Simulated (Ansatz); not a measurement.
C3H3FO (`FC1C=CO1`), relaxed with RKS PBE-D4/def2-SVP in the Gaussian-basis code of Ansatz from a rough embedded geometry. The force threshold is 0.03 eV/Å; the program also tests the step.

Charge 0, multiplicity 1.

Start:

```xyz
8

F     1.811   -0.468    0.644
C     0.842   -0.285   -0.225
C    -0.539   -0.466    0.261
C    -0.804    0.777    0.057
O     0.407    1.107   -0.356
H     1.078   -0.718   -1.223
H    -1.139   -1.367    0.595
H    -1.655    1.421    0.248
```

```
step  energy (eV)  largest force (eV/Å)  largest move (Å)
   1   -7906.4857                 5.488             0.000
   2   -7907.0263                 1.447             0.076
   3   -7907.0877                 0.258             0.063
   4   -7907.0916                 0.339             0.029
   5   -7907.0957                 0.109             0.013
   6   -7907.0964                 0.044             0.006
   7   -7907.0966                 0.019             0.005
```

End:

```xyz
8

F     1.876   -0.471    0.596
C     0.807   -0.277   -0.209
C    -0.583   -0.553    0.321
C    -0.809    0.762    0.102
O     0.456    1.153   -0.317
H     1.042   -0.660   -1.227
H    -1.151   -1.439    0.618
H    -1.637    1.486    0.117
```

Run time 12 s (2 threads of an Arm Neoverse V1 on a shared host); peak host memory 0.15 GiB.
